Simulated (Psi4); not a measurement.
# P3H3 (cyclo-(PH)3): levels of theory compared

Wanted: a comparison of 3 runs (PBE0/def2-SVP, PBE/def2-TZVP, MP2/6-31++G**) of P3H3 (cyclo-(PH)3). 

Program for the calculation: Psi4 1.11.

1 further run of the same task is left out (set aside as unsound or not needed).

## (1) Starting point

P3H3 has 6 atoms, charge 0, and is taken as a singlet. The coordinates come from a GFN2-xTB relaxation.

Bond lengths: P1–P2 2.199 Å, P1–P3 2.168 Å, P2–P3 2.168 Å, P1–H4 1.401 Å, P2–H5 1.401 Å, P3–H6 1.401 Å. Angles: P1–P2–P3 59.5°, P2–P1–P3 59.5°, P1–P3–P2 60.9°, P1–P2–H5 97.4°, P3–P2–H5 94.1°, P2–P1–H4 97.4°, P3–P1–H4 94.1°, P1–P3–H6 93.9°, P2–P3–H6 93.9°.

## (2) Energy and forces at PBE0/def2-SVP (run 1)

calc.in

```
memory 1.6 GB

molecule {
  0 1
  P      1.079820    -0.436260     0.558450
  P     -0.155940     1.281560    -0.039180
  P     -0.438170    -0.654020    -0.974030
  H      0.251790    -0.903660     1.587250
  H     -1.185550     1.094390     0.892150
  H      0.448060    -0.382020    -2.024650
  units angstrom
  symmetry c1
  no_reorient
  no_com
}

set {
  basis def2-SVP
  puream true
  e_convergence 1e-09
  d_convergence 1e-08
  scf_type pk
  dft_radial_points 99
  dft_spherical_points 590
}

e, wfn = gradient("pbe0", return_wfn=True)
oeprop(wfn, "MULLIKEN_CHARGES", "DIPOLE", "QUADRUPOLE", title="PBE0")
```

On the command line:

```sh
$ psi4 -i calc.in -o calc.out -n 1
```

calc.out:

```text
[...]
  Running in c1 symmetry.
[...]
  Nuclear repulsion =  199.171741553215043
[...]
  Multiplicity = 1
[...]
  Nalpha       = 24
  Nbeta        = 24
[...]
    Number of basis functions: 69
[...]
   @RKS iter   1: -1025.11757748354944   -3.42179e-02   3.42163e-03 DIIS/ADIIS
[...]
   @RKS iter  10: -1025.15257383371863   -2.72848e-12   7.74827e-09 DIIS
[...]
    Orbital Energies [Eh]
    ---------------------
    Doubly Occupied:
       1A    -77.211590     2A    -77.211573     3A    -77.211548
       4A     -6.628022     5A     -6.627819     6A     -6.627793
       7A     -4.768041     8A     -4.767747     9A     -4.767722
      10A     -4.766022    11A     -4.765770    12A     -4.765684
      13A     -4.764198    14A     -4.763797    15A     -4.763734
      16A     -0.782334    17A     -0.589323    18A     -0.588380
      19A     -0.432249    20A     -0.395887    21A     -0.345996
      22A     -0.297789    23A     -0.284698    24A     -0.274451
[...]
  @RKS Final Energy: -1025.15257383371863
   => Energetics <=
    Nuclear Repulsion Energy =            199.1717415532150426
    One-Electron Energy =               -1814.1535662985811541
    Two-Electron Energy =                 643.0834656104302667
    DFT Exchange-Correlation Energy =     -53.2542146987826825
    Empirical Dispersion Energy =           0.0000000000000000
    VV10 Nonlocal Energy =                  0.0000000000000000
    Total Energy =                      -1025.1525738337186340
[...]
  -Total Gradient:
     Atom            X                  Y                   Z
    ------   -----------------  -----------------  -----------------
       1       -0.021879640485     0.001065974263    -0.002730165694
       2       -0.006290660718    -0.020610853948     0.004800432199
       3        0.019082766168     0.015618983553     0.005415814570
       4        0.007420898995     0.004502961270    -0.008901991226
       5        0.009411238991     0.001739014860    -0.007942074994
       6       -0.007743974633    -0.002315368404     0.009358833174
[...]
 Multipole Moments:
 ------------------------------------------------------------------------------------
     Multipole            Electronic (a.u.)      Nuclear  (a.u.)        Total (a.u.)
 ------------------------------------------------------------------------------------
 L = 1.  Multiply by 2.5417464519 to convert [e a0] to [Debye]
 Dipole X            :        -13.0671060           12.8500432           -0.2170628
 Dipole Y            :         -5.1523500            5.0605165           -0.0918335
 Dipole Z            :         12.2160004          -12.0312248            0.1847755
 Magnitude           :                                                    0.2994857
 L = 2.  Multiply by 1.3450342976 to convert [e a0^2] to [Debye ang]
 Quadrupole XX       :       -112.0898058           80.0079460          -32.0818598
 Quadrupole XY       :         25.6442238          -26.6455232           -1.0012994
[...]
  Mulliken Charges: (a.u.)
   Center  Symbol    Alpha    Beta     Spin     Total
       1     P     7.52113  7.52113  0.00000 -0.04226
       2     P     7.52112  7.52112  0.00000 -0.04225
       3     P     7.52453  7.52453  0.00000 -0.04905
       4     H     0.47905  0.47905  0.00000  0.04190
       5     H     0.47905  0.47905  0.00000  0.04190
       6     H     0.47512  0.47512  0.00000  0.04976
   Total alpha = 24.00000, Total beta = 24.00000, Total charge = -0.00000
    Psi4 run time: 0:00:08.53
```

It took 9.6 s on 1 thread of INTEL XEON PLATINUM 8581C at 2.30GHz (Emerald Rapids), shared host; peak memory 0.8 GiB.

## (3) A single-point energy at PBE/def2-TZVP (run 2)

calc.py

```python
import psi4

psi4.set_memory(1600000000)
psi4.set_num_threads(1)
psi4.core.set_output_file('h3p3.out', False)

mol = psi4.geometry("""
0 1
P      2.04056406    -0.82441192     1.05531755
P     -0.29468389     2.42179741    -0.07403947
P     -0.82802130    -1.23591868    -1.84064994
H      0.47581414    -1.70766991     2.99946779
H     -2.24036481     2.06809737     1.68591916
H      0.84671069    -0.72191317    -3.82603400
units bohr
symmetry c1
no_reorient
no_com
""")

options = {'basis': 'def2-TZVP', 'puream': True, 'e_convergence': 1e-09, 'd_convergence': 1e-08, 'scf_type': 'pk', 'dft_radial_points': 99, 'dft_spherical_points': 590}
psi4.set_options(options)

e, wfn = psi4.energy("PBE", molecule=mol, return_wfn=True)
print(f'total energy {e:.8f} hartree = {e * 27.211386:.5f} eV')
```

On the command line:

```sh
$ python calc.py
```

h3p3.out:

```text
[...]
  Running in c1 symmetry.
[...]
  Nuclear repulsion =  199.171741720482885
[...]
  Multiplicity = 1
[...]
  Nalpha       = 24
  Nbeta        = 24
[...]
    Number of basis functions: 129
[...]
   @RKS iter   1: -1025.24811340311794    8.92013e-02   5.56947e-03 ADIIS/DIIS
[...]
   @RKS iter  11: -1025.42690580423414   -3.91083e-11   9.70837e-09 DIIS
[...]
    Orbital Energies [Eh]
    ---------------------
    Doubly Occupied:
       1A    -76.310103     2A    -76.310103     3A    -76.310056
       4A     -6.313861     5A     -6.313700     6A     -6.313668
       7A     -4.530903     8A     -4.530584     9A     -4.530507
      10A     -4.529109    11A     -4.528920    12A     -4.528810
      13A     -4.526782    14A     -4.526399    15A     -4.526336
      16A     -0.688047    17A     -0.517248    18A     -0.516041
      19A     -0.376184    20A     -0.343510    21A     -0.297050
      22A     -0.256139    23A     -0.243855    24A     -0.234627
[...]
  @RKS Final Energy: -1025.42690580423414
   => Energetics <=
    Nuclear Repulsion Energy =            199.1717417204828848
    One-Electron Energy =               -1815.1331534534367620
    Two-Electron Energy =                 660.9473127266855954
    DFT Exchange-Correlation Energy =     -70.4128067979657999
    Empirical Dispersion Energy =           0.0000000000000000
    VV10 Nonlocal Energy =                  0.0000000000000000
    Total Energy =                      -1025.4269058042341385
[...]
 Multipole Moments:
 ------------------------------------------------------------------------------------
     Multipole            Electronic (a.u.)      Nuclear  (a.u.)        Total (a.u.)
 ------------------------------------------------------------------------------------
 L = 1.  Multiply by 2.5417464519 to convert [e a0] to [Debye]
 Dipole X            :        -13.0126973           12.8500431           -0.1626542
 Dipole Y            :         -5.1318388            5.0605164           -0.0713224
 Dipole Z            :         12.1624530          -12.0312249            0.1312280
 Magnitude           :                                                    0.2208259
[...]
```

Standard output:

```text
total energy -1025.42690580 hartree = -27903.28735 eV
```

It took 18 s on 1 thread of INTEL XEON PLATINUM 8581C at 2.30GHz (Emerald Rapids), shared host; peak memory 0.87 GiB.

## (4) Energy and forces at MP2/6-31++G(d,p) (density fitting, density fitting for correlation, Cartesian functions) (run 3)

h3p3.py

```python
import psi4

psi4.set_memory(1600000000)
psi4.set_num_threads(1)
psi4.set_output_file('output.dat', False)

mol = psi4.geometry("""
P
P 1 2.198902
P 2 2.167964 1 59.52778
H 1 1.400902 3 94.11408 2 96.12243
H 2 1.400894 3 94.11211 1 -96.11779
H 3 1.401139 2 93.88051 5 171.59567
no_reorient
no_com
""")

psi4.set_options({
    'basis': '6-31++G**',
    'scf_type': 'df',
    'freeze_core': True,
    'mp2_type': 'df',
    'df_scf_guess': False,
})

e = psi4.gradient("mp2")
print('gradient / Eh bohr^-1')
print(e.np.round(6))
```

On the command line:

```sh
$ python h3p3.py
```

output.dat:

```text
[...]
  Running in c1 symmetry.
[...]
  Nuclear repulsion =  199.171741368046042
[...]
  Multiplicity = 1
[...]
  Nalpha       = 24
  Nbeta        = 24
[...]
    Number of basis functions: 87
[...]
   @DF-RHF iter   1: -1023.86395205098279   -6.61773e-02   2.08705e-03 ADIIS/DIIS
[...]
   @DF-RHF iter  14: -1023.90273981964469   -2.27374e-13   8.87865e-11 DIIS
[...]
    Orbital Energies [Eh]
    ---------------------
    Doubly Occupied:
       1A    -79.952789     2A    -79.952786     3A    -79.952255
       4A     -7.505536     5A     -7.505309     6A     -7.505186
       7A     -5.399373     8A     -5.398949     9A     -5.398806
      10A     -5.397829    11A     -5.397809    12A     -5.397541
      13A     -5.397453    14A     -5.397351    15A     -5.397313
      16A     -0.997278    17A     -0.761977    18A     -0.761453
      19A     -0.558201    20A     -0.513370    21A     -0.454526
      22A     -0.389032    23A     -0.371130    24A     -0.360199
[...]
  @DF-RHF Final Energy: -1023.90273981964469
   => Energetics <=
    Nuclear Repulsion Energy =            199.1717413680460425
    One-Electron Energy =               -1813.9020618254203328
    Two-Electron Energy =                 590.8275806377296249
    Total Energy =                      -1023.9027398196446939
[...]
 Multipole Moments:
 ------------------------------------------------------------------------------------
     Multipole            Electronic (a.u.)      Nuclear  (a.u.)        Total (a.u.)
 ------------------------------------------------------------------------------------
 L = 1.  Multiply by 2.5417464519 to convert [e a0] to [Debye]
 Dipole X            :         -0.9958518            1.2946739            0.2988221
 Dipole Y            :          0.0444852           -0.0823578           -0.0378726
 Dipole Z            :          0.0001708           -0.0001309            0.0000399
 Magnitude           :                                                    0.3012126
[...]
  -Total Gradient:
     Atom            X                  Y                   Z
    ------   -----------------  -----------------  -----------------
       1        0.002382529178    -0.010415644834     0.012611566652
       2        0.002378821163    -0.010425180164    -0.012610924855
       3       -0.001710359566     0.020031661984     0.000005819740
       4       -0.002944772134    -0.000244210022     0.001256882545
       5       -0.002947682850    -0.000244285332    -0.001262806506
       6        0.002841464209     0.001297658363    -0.000000537578
[...]
```

Standard output:

```text
gradient / Eh bohr^-1
[[ 2.3830e-03 -1.0416e-02  1.2612e-02]
 [ 2.3790e-03 -1.0425e-02 -1.2611e-02]
 [-1.7100e-03  2.0032e-02  6.0000e-06]
 [-2.9450e-03 -2.4400e-04  1.2570e-03]
 [-2.9480e-03 -2.4400e-04 -1.2630e-03]
 [ 2.8410e-03  1.2980e-03 -1.0000e-06]]
```

It took 2.9 s on 1 thread of INTEL XEON PLATINUM 8581C at 2.30GHz (Emerald Rapids), shared host; peak memory 0.28 GiB.

## (5) The series

```
run                                                                                  level      task  integrals   energy (Eh)  dipole moment (D)  HOMO energy (eV)  LUMO energy (eV)  wall time
  1                                                                          PBE0/def2-SVP  gradient         pk  -1025.152574               0.76             -7.47             -0.53      9.6 s
  2                                                                          PBE/def2-TZVP    energy         pk  -1025.426906               0.56             -6.38             -1.49       18 s
  3  MP2/6-31++G** (density fitting, density fitting for correlation, Cartesian functions)  gradient         df  -1024.236743                  –                 –                 –      2.9 s
```

## (6) Summary of results

| quantity | value |
| --- | --- |
| run 3: total energy | -1024.23674 Eh |
| run 3: correlation energy (15 core orbitals frozen) | -334.0 mEh |
| run 3: largest force on an atom | 1.034 eV/Å |

Totals of different functionals can't be ranked against each other. All runs together took 30 s, the longest 18 s.
